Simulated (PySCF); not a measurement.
Gas-phase reaction: 3 SiCl3OH + H3SiSiCl3 → 3 H2O + Si + 4 SiCl3

Method: PySCF energies (xtb for GFN2) plus ideal-gas RRHO corrections (1 bar). † marks an energy on the PBE0/def2-TZVP geometry and frequencies; other levels use their own. MP2 freezes the core. Open shells (unrestricted): Si (multiplicity 3), SiCl3 (multiplicity 2); the rest are closed-shell singlets. GFN2 has no spin-polarisation term. Spin-orbit splitting is ignored; it lowers the true energy and changes the entropy of Si. SiCl3OH, H3SiSiCl3: computed as isolated molecules; such fragments, hydroxides, amides, oligomers or adducts are transient or little studied in the gas. MP2 isn't extrapolated to the basis-set limit.

ωB97X-V/def2-TZVP† gives ΔH°(298 K) = 1441 kJ.

**Question.** What do PBE/def2-SVP, MP2/def2-TZVPP†, GFN2-xTB give?

**Answer.** PBE/def2-SVP: 1311 kJ; MP2/def2-TZVPP†: 1399 kJ; GFN2-xTB: 1461 kJ. For scale, ΔH°(298 K) is 1441 kJ at this level, 1427 kJ at ωB97M-V/def2-TZVP†, and runs from 1165 to 1479 kJ over the 19 levels computed.
